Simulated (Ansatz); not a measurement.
# Direct gap at Γ of some tetrahedrally bonded semiconductors and semimetals

Method: HSE06+SOC (Ansatz, a first-principles code; the runs differ in potentials, basis or settings). References are measured values corrected to a static lattice or taken at low temperature (these still hold zero-point motion).

Values in eV.

| solid | reference | HSE06+SOC | error (eV) |
|---|---|---|---|
| zinc-blende InP | 1.42† | 1.43 | +0.01 |
| zinc-blende AlAs | 3.10† | 2.84 | -0.26 |
| zinc-blende InAs | 0.42† | 0.38 | -0.04 |
| zinc-blende GaSb | 0.81† | 0.67 | -0.14 |
| zinc-blende InSb | 0.23† | 0.24 | +0.01 |
| zinc-blende AlP | 3.63† | 4.23 | +0.60 |
| zinc-blende GaAs | 1.52† | 1.29 | -0.23 |
| zinc-blende GaP | 2.89† | 2.76 | -0.13 |

Over these 8 solids the mean error is -0.02 eV, the mean absolute error 0.18 eV (median 0.14 eV), and the worst case zinc-blende AlP at +0.60 eV (its reference is marked and can be at fault); the value is below the reference in 5 of 8 cases.

All these references are low-temperature values that still hold zero-point motion.

† marks references with one source in our tables, § those from which another value on file, of any temperature, differs by over 15 %.

Differences are worked out from the printed values.

Computed values are for a static lattice; measured ones hold zero-point and thermal shifts unless a correction is named.

Cells: HSE06+SOC at the measured cell. Caveats: for solids of elements lighter than gallium the value without spin–orbit coupling stands in (zinc-blende AlP). Ansatz's density-functional and Hartree–Fock values are scalar-relativistic unless marked +SOC, with PAW data made under PBE.

Of the class's solids with a reference value and a result at some level, none was set aside. At least 1 more with a reference value is held back for tests. Layered and molecular crystals are counted apart. The metals Ce to Yb are counted apart.

References as tabulated in Vurgaftman et al. (2001), doi:10.1063/1.1368156.
